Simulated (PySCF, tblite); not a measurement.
# C₂H₅F: geometry, vibrations

What do calculations give for the geometry, vibrations of C₂H₅F (`CCF`)?

Programs: tblite 0.8.0 and PySCF 2.14.0, with routines of our own; each step states its level. All values are computed. Atoms count from 0.

## (1) The starting structure

8 atoms, charge 0, multiplicity 1; geometry from: start built from the parent or by distance geometry.

## (2) Optimising the geometry with GFN2-xTB

What the job is given:

```
{"job": {"kind": "relax", "xc": "GFN2-xTB", "basis": "xTB"}, "charge": 0, "multiplicity": 1}
C      0.752900     0.085500     0.051300
C     -0.748600    -0.155300    -0.089300
F     -1.359500     1.028100    -0.260100
H      1.155300    -0.334200     0.962600
H      1.312000    -0.375400    -0.763600
H      0.976800     1.165600     0.037100
H     -1.096800    -0.546900     0.907800
H     -0.974000    -0.848600    -0.894800
```

Started as:

```bash
$ OMP_NUM_THREADS=1 python redox_run.py task.json out
```

The driver reads the jobs from task.json and runs them one after another.

Output:

```text
step      E/eV     max force
  0    -314.38829    2.057
  1    -314.45058    0.443
  2    -314.46425    0.392
  3    -314.47683    0.217
  4    -314.47918    0.139
  5    -314.48015    0.102
  6    -314.48074    0.083
  7    -314.48150    0.081
  8    -314.48193    0.059
  9    -314.48214    0.034
 10    -314.48228    0.036
 11    -314.48244    0.039
 12    -314.48262    0.046
 13    -314.48281    0.044
 14    -314.48302    0.056
 15    -314.48330    0.058
 16    -314.48371    0.082
 17    -314.48437    0.108
 18    -314.48549    0.126
 19    -314.48757    0.227
 20    -314.49167    0.395
 21    -314.49989    0.565
 22    -314.51843    0.546
 23    -314.53554    0.580
 24    -314.49280    1.555
 25    -314.55707    0.331
 26    -314.55936    0.230
 27    -314.56424    0.146
 28    -314.56622    0.144
 29    -314.56835    0.130
 30    -314.56995    0.081
 31    -314.57033    0.069
 32    -314.57062    0.055
 33    -314.57099    0.061
 34    -314.57133    0.051
 35    -314.57150    0.035
 36    -314.57155    0.021
 37    -314.57158    0.018
 38    -314.57161    0.016
 39    -314.57163    0.009
```

It took 0.07 s on 1 thread of Arm Neoverse V2, shared host.

Along the way: (not every step is listed) (the energy doesn't fall at every step)

| step | energy from step 0 (eV) | largest force (eV/Å) |
| --- | --- | --- |
| 0 | 0.0000 | 2.0568 |
| 1 | -0.0623 | 0.4430 |
| 2 | -0.0760 | 0.3918 |
| 3 | -0.0885 | 0.2172 |
| 4 | -0.0909 | 0.1394 |
| 5 | -0.0919 | 0.1018 |
| 6 | -0.0925 | 0.0833 |
| 7 | -0.0932 | 0.0810 |
| 8 | -0.0936 | 0.0595 |
| 10 | -0.0940 | 0.0359 |
| 12 | -0.0943 | 0.0460 |
| 14 | -0.0947 | 0.0562 |
| 16 | -0.0954 | 0.0819 |
| 18 | -0.0972 | 0.1255 |
| 20 | -0.1034 | 0.3946 |
| 22 | -0.1301 | 0.5455 |
| 24 | -0.1045 | 1.5551 |
| 26 | -0.1711 | 0.2302 |
| 28 | -0.1779 | 0.1436 |
| 30 | -0.1817 | 0.0815 |
| 32 | -0.1823 | 0.0553 |
| 34 | -0.1830 | 0.0509 |
| 35 | -0.1832 | 0.0354 |
| 36 | -0.1833 | 0.0214 |
| 37 | -0.1833 | 0.0177 |
| 38 | -0.1833 | 0.0158 |
| 39 | -0.1833 | 0.0094 |

Distances of close pairs at the start and the end, largest changes first:

```csv
bond,before (Å),after (Å),change (Å)
C1–F2,1.343,1.375,+0.033
C1–H6,1.126,1.095,-0.032
C0–H5,1.103,1.087,-0.016
C0–C1,1.527,1.517,-0.010
C1–H7,1.086,1.095,+0.008
C0–H3,1.081,1.086,+0.005
C0–H4,1.090,1.087,-0.003
```

The next job starts from the end point, and lists it.

## (3) Infrared spectrum with GFN2-xTB

What the job is given:

```
{"job": {"kind": "ir", "xc": "GFN2-xTB", "basis": "xTB"}, "charge": 0, "multiplicity": 1}
C      0.775879     0.091133     0.059085
C     -0.719530    -0.148090    -0.024229
F     -1.322907     0.850546    -0.752451
H      1.240130    -0.704497     0.634637
H      1.208448     0.108450    -0.938211
H      0.975919     1.044831     0.541368
H     -1.187518    -0.135272     0.965383
H     -0.952307    -1.088275    -0.534713
```

Output:

```text
mode    cm-1     km/mol
  1     209.4      0.73
  2     401.1      8.42
  3     823.0      3.22
  4     915.3     17.07
  5    1079.7     53.01
  6    1106.1     41.55
  7    1148.0     13.37
  8    1245.9      0.83
  9    1326.8     10.63
 10    1400.4     11.96
 11    1454.5      0.04
 12    1474.7      3.52
 13    1490.6      4.81
 14    2945.2     34.77
 15    2953.2     34.98
 16    3048.2     24.24
 17    3050.9     13.10
 18    3055.8     25.11
ZPE 174.230  H(298)-E 187.027  G(298)-E 107.898 kJ/mol  S 265.40 J/(mol K)
```

Run time: 0.09 s. Hardware: 1 thread of Arm Neoverse V2, shared host.

The strongest bands and the atoms that carry them (share of the mass-weighted mode):

```
cm⁻¹  km/mol                               atoms
 915    17.1  H3 31 %, F2 27 %, C0 19 %, C1 16 %
1080    53.0           C1 45 %, C0 22 %, F2 12 %
1106    41.5  C1 32 %, C0 17 %, H3 16 %, H4 11 %
1148    13.4  C1 24 %, H6 19 %, H7 19 %, H5 12 %
2945    34.8                    H7 51 %, H6 39 %
2953    35.0                    H6 54 %, H7 42 %
3048    24.2                    H5 58 %, H4 32 %
3056    25.1                             H3 85 %
```

## (4) Relaxing the molecule at PBE0-D3(BJ)/def2-SVP

Settings changed since step 3:

```diff
@@ -1,2 +1,2 @@
-{"job": {"kind": "ir", "xc": "GFN2-xTB", "basis": "xTB"}, "charge": 0, "multiplicity": 1}
+{"job": {"xc": "PBE0", "basis": "def2-SVP", "d3": "d3bj", "grid": 1, "kind": "geom"}, "charge": 0, "multiplicity": 1}
 C      0.775879     0.091133     0.059085
```

Output:

```text
step   0  E = -178.73056681  max force = 0.016965
step   1  E = -178.73139529  max force = 0.001815
step   2  E = -178.73141361  max force = 0.000112
step   3  E = -178.73141940  max force = 0.000290
optimisation converged
```

Run time: 3.8 s. Hardware: 1 thread of Arm Neoverse V2, shared host.

Along the way:

```csv
step,energy from step 0 (eV),largest force component (eV/Å)
0,0.0000,0.8724
1,-0.0225,0.0933
2,-0.0230,0.0058
3,-0.0232,0.0149
```

Distances of close pairs at the start and the end, largest changes first:

```
 bond  before (Å)  after (Å)  change (Å)
C0–H3       1.086      1.100      +0.014
C0–H4       1.087      1.100      +0.013
C0–H5       1.087      1.100      +0.013
C0–C1       1.517      1.507      -0.010
C1–H6       1.095      1.104      +0.009
C1–H7       1.095      1.104      +0.009
C1–F2       1.375      1.374      -0.001
```

The next job starts from the end point, and lists it.

```csv
at the end point,value
point group (found at 0.08 Å tolerance),Cs
"rotational constants (GHz, main isotopes)","36.576, 9.439, 8.292"
dipole moment (D),1.77
```

## (5) Harmonic vibrations (C₂H₅F): PBE0-D3(BJ)/def2-SVP

What the job is given:

```
{"job": {"xc": "PBE0", "basis": "def2-SVP", "d3": "d3bj", "grid": 2, "kind": "hessian"}, "charge": 0, "multiplicity": 1}
C      0.765177     0.064788     0.052237
C     -0.729002    -0.112032    -0.029884
F     -1.294646     0.925034    -0.732011
H      1.219326    -0.758227     0.624371
H      1.212878     0.076169    -0.952446
H      1.015987     1.012332     0.551498
H     -1.182254    -0.133765     0.976681
H     -0.990260    -1.056360    -0.538855
```

Output:

```text
coarse grid: 6360 points
cycle   1  E = -178.6665498846  dE =  7.821e-02  |g| = 4.682e-01  |ddm| = 2.514e+00
cycle   2  E = -178.6447284373  dE =  2.182e-02  |g| = 6.095e-01  |ddm| = 8.814e-01
cycle   3  E = -178.7062578620  dE = -6.153e-02  |g| = 4.549e-02  |ddm| = 5.008e-01
cycle   4  E = -178.7066148540  dE = -3.570e-04  |g| = 1.981e-02  |ddm| = 4.708e-02
cycle   5  E = -178.7067099599  dE = -9.511e-05  |g| = 2.256e-03  |ddm| = 1.816e-02
cycle   6  E = -178.7067110121  dE = -1.052e-06  |g| = 3.889e-04  |ddm| = 1.871e-03
final grid: 60880 points
cycle   7  E = -178.7313959486  dE = -1.273e-05  |g| = 6.293e-03  |ddm| = 1.341e-02
cycle   8  E = -178.7313909064  dE =  5.042e-06  |g| = 8.215e-03  |ddm| = 1.087e-02
cycle   9  E = -178.7314049482  dE = -1.404e-05  |g| = 6.278e-04  |ddm| = 5.995e-03
cycle  10  E = -178.7314050225  dE = -7.435e-08  |g| = 1.024e-04  |ddm| = 6.280e-04
cycle  11  E = -178.7314050244  dE = -1.864e-09  |g| = 1.302e-05  |ddm| = 7.392e-05
cycle  12  E = -178.7314050244  dE = -2.962e-11  |g| = 6.545e-06  |ddm| = 1.509e-05
converged SCF energy = -178.7314050244

mode    cm-1
  1     265.6
  2     414.6
  3     808.6
  4     911.4
  5    1109.3
  6    1153.5
  7    1186.8
  8    1300.7
  9    1378.9
 10    1431.9
 11    1451.2
 12    1476.3
 13    1504.9
 14    3052.5
 15    3065.8
 16    3106.1
 17    3167.0
 18    3170.4
ZPE 179.174  H(298)-E 191.694  G(298)-E 113.185 kJ/mol  S 263.32 J/(mol K)
```

Run time: 29 s. Hardware: 1 thread of Arm Neoverse V2, shared host; peak memory 0.99 GiB.

Zero-point energy 179.17 kJ/mol (xTB gave 174.23).

## (6) Summary of results

| quantity | value |
| --- | --- |
| strongest single infrared mode (GFN2-xTB) | 1080 cm⁻¹, 53 km/mol |
| zero-point energy (GFN2-xTB) | 41.6 kcal/mol |
| point group | Cs |
| rotational constants (main isotopes) | 36.58, 9.44, 8.29 GHz |

In words: All 18 modes are real, so the xTB geometry is a minimum. The strongest single mode, at 1080 cm⁻¹, is carried by C1, C0, F2. GFN2-xTB is a fitted tight-binding method: band positions and strengths are rough. Its intensities can rank the bands wrongly. Over 3 steps the energy fell by 0.023 eV; of the close pairs, C0–H3 changed most, 1.086 to 1.100 Å (PBE0/def2-SVP).
